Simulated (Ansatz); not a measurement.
Species: tetrachlorosilane, SiCl₄, charge 0, multiplicity 1. SMILES: Cl[Si](Cl)(Cl)Cl
Geometry from a B3LYP-D3(BJ)/def2-TZVP (Ansatz, a program for electronic structure) optimisation:
```
Si
Cl 1 2.0325
Cl 1 2.0325 2 109.47
Cl 1 2.0325 2 109.47 3 120.00
Cl 1 2.0325 2 109.47 3 -120.00
```
Charge 0, spin multiplicity 1.

Property: atomisation energy (electronic, to ground-state atoms), in kcal/mol. Correlated levels leave the core frozen unless marked. UHF or UKS for open shells. Spin-orbit coupling is left out. Non-relativistic. The coupled-cluster limit lacks core correlation, which all-electron functionals hold. CBS marks a two-point X^-3 extrapolation of the correlation energy; Hartree-Fock from the larger set. The bracket is a focal-point correction in the basis named.

| level | program | atomisation energy (kcal/mol) |
|---|---|---|
| B97M-V/def2-TZVPD | Ansatz | 395.9 |
| PBE0/6-31G* | Ansatz | ? |
| PBE0/def2-TZVP | Ansatz | ? |
| PBE0/def2-QZVPP | Ansatz | ? |
| CAM-B3LYP/def2-TZVPD | Ansatz | 369.5 |
| wB97M-V/def2-TZVPD | Ansatz | ? |
| wB97X-V/def2-TZVPD | Ansatz | 388.3 |
| wB97X/def2-TZVPD | Ansatz | 384.9 |
| SCS-MP2/STO-3G | Ansatz | 335.5 |
| SCS-MP2/aug-cc-pV(D+d)Z | Ansatz | 355.2 |
| SCS-MP2/cc-pV(D+d)Z | Ansatz | 345.9 |
| CCSD/aug-cc-pV(D+d)Z | Ansatz | 337.4 |
| CCSD(T) with core electrons (1s frozen past Ne)/cc-pwCVTZ | Ansatz | 369.3 |
| RI-MP2/CBS(cc-pV(T+d)Z,cc-pV(Q+d)Z)+[CCSD(T)-MP2]/cc-pV(T+d)Z | Ansatz | 387.5 |

Q: Fill in the missing entries.

A: 
- PBE0/6-31G*, atomisation energy (kcal/mol): 365.8
- PBE0/def2-TZVP, atomisation energy (kcal/mol): 383.0
- PBE0/def2-QZVPP, atomisation energy (kcal/mol): 382.8
- wB97M-V/def2-TZVPD, atomisation energy (kcal/mol): 389.8
